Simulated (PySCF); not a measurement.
# SiN(OH) + H₂O → SiO₂ + NH₃

Level: PBE0 in the def2-TZVP basis family, all electrons, no relativity, computed in PySCF with density fitting; open shells unrestricted.

| species | state and structure | E (Eh) | ZPE (kJ/mol) | H(298 K) − H(0) (kJ/mol) | S° (J/(mol K)) |
| --- | --- | --- | --- | --- | --- |
| SiN(OH) | singlet, Cs, O–H 0.962 Å, Si–N 1.559 Å, Si–O 1.616 Å; H–O–Si 120.9°, N–Si–O 178.9° | -419.77664 | 42.2 | 13.8 | 267.0 |
| H₂O | singlet, C2v, O–H 0.960 Å (×2); H–O–H 105.1° | -76.37736 | 56.5 | 9.9 | 188.7 |
| SiO₂ | singlet, D∞h, Si–O 1.506 Å (×2) | -439.73957 | 18.5 | 11.0 | 231.3 |
| NH₃ | singlet, C3v, N–H 1.013 Å (×3); H–N–H 107.1° (×3) | -56.51312 | 90.6 | 10.0 | 192.4 |

**Question.** What is the electronic reaction energy?

**Answer.** At PBE0/def2-TZVP, ΔE = -259.1 kJ/mol from the differences of the total energies times 2625.5, downhill. 

**Question.** Add zero-point, thermal and entropy terms for 298.15 K and 1 bar.

**Answer.** ΔZPE = 10.4 and Δ[H(298) − H(0)] = -2.7 kJ/mol give ΔH° = -251.4 kJ/mol. ΔS° = -32.0 J/(mol K), so ΔG° = -251.4 − 298.15 × (-0.0320) = -242 kJ/mol.

Only the bonding shown was studied: isomers, or loss of a ligand pair, can lie lower.
